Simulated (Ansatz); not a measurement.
System: CsCl-type TlBr. Method: LDA in Ansatz (plane waves, PAW).

Settings: plane-wave cutoff 520 eV, 8×8×8 k mesh, perturbation theory, force constants from a 4×4×4 q mesh, scalar-relativistic PAW data made under PBE.

Computed at the level's own relaxed cell. Harmonic vibrational thermodynamics at fixed volume:

```
T (K)  S_vib (J/K per mol of atoms)  C_V (J/K per mol of atoms)  F_vib (eV/atom)
-----  ----------------------------  --------------------------  ---------------
100                           33.34                       23.35          -0.0070
200                           50.02                       24.52          -0.0511
400                           67.15                       24.83          -0.1745
500                           72.69                       24.87          -0.2471
600                           77.23                       24.89          -0.3249
700                           81.07                       24.91          -0.4069
1000                          89.95                       24.92          -0.6736
```

The crystal is taken as a harmonic solid at every temperature: melting, phase changes and thermal expansion are not seen.

Note: the run warned that the k mesh is coarse for the response to a field.

Ansatz is a program for electronic structure.
